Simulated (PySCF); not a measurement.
# Spin–spin coupling constants

Geometry:
```
atom   x (Å)   y (Å)   z (Å)
  O1   0.335   2.319   1.192
  C2   0.179   1.257   0.656
  C3  -1.155   0.577   0.397
  C4  -0.834  -0.571  -0.552
  C5   0.599  -0.968  -0.179
  C6   1.283   0.361   0.117
  H7  -1.515   0.205   1.363
  H8  -1.892   1.296   0.037
  H9  -1.536  -1.403  -0.476
 H10  -0.860  -0.217  -1.588
 H11   0.586  -1.589   0.722
 H12   1.095  -1.543  -0.962
 H13   1.651   0.831  -0.802
 H14   2.122   0.318   0.813
```

Indirect spin–spin couplings were computed at B97-2/pcJ-2 (without the spin–dipole term) (PySCF) on a PBE0-D3(BJ)/def2-TZVP structure, for the isolated molecule, without vibrational or relativistic corrections. Couplings are averaged over pairs made equivalent by symmetry, fast rotation or ring inversion, so a value needn't be that of the named pair in this geometry, while other rotamers aren't included; one pair stands for each set, and the list holds a selection of those of at least 0.8 Hz over up to four bonds, among pairs with at least one C or H atom (others weren't computed).

Isotopes: $^{13}$C, $^{1}$H, $^{17}$O. Couplings to quadrupolar nuclei such as 17O and 33S are rarely resolved in practice.

```csv
pair,bonds,J (Hz)
"O1, C2",1,33.3
"C2, C3",1,?
"C3, C4",1,?
"C3, H7",1,121.5
"C4, C5",1,27.0
"C4, H9",1,122.3
"C2, C4",2,?
"C2, H7",2,?
"C3, C6",2,18.7
"C3, H9",2,?
"C4, H7",2,-2.0
"C4, H11",2,-2.8
"H7, H8",2,-18.6
"H9, H10",2,-12.6
"O1, H7",3,-1.3
"C2, H9",3,4.8
"C3, H11",3,3.1
"C3, H13",3,0.9
"C4, H13",3,?
"H7, H9",3,8.4
"H7, H10",3,6.7
"H9, H11",3,6.4
"H9, H12",3,6.7
"H7, H13",4,-1.0
"H7, H14",4,?
"H8, H12",4,?
```

**Question.** Estimate the withheld couplings, with signs.

**Answer.** 
- $^{1}J$(C2,C3) = 34.8 Hz (bond length 1.520 Å)
- $^{1}J$(C3,C4) = 32.6 Hz (bond length 1.524 Å)
- $^{2}J$(C2,C4) = 4.5 Hz (angle at C3 105°)
- $^{2}J$(C2,H7) = -6.2 Hz (mean over equivalent pairs that range from -7.6 to -4.7 Hz in this conformer)
- $^{2}J$(C3,H9) = -2.6 Hz
- $^{3}J$(C4,H13) = 4.8 Hz (mean over equivalent pairs that range from 0.3 to 9.3 Hz in this conformer)
- $^{4}J$(H7,H14) = 1.1 Hz
- $^{4}J$(H8,H12) = 0.9 Hz (mean over equivalent pairs that range from 0.0 to 1.9 Hz in this conformer)
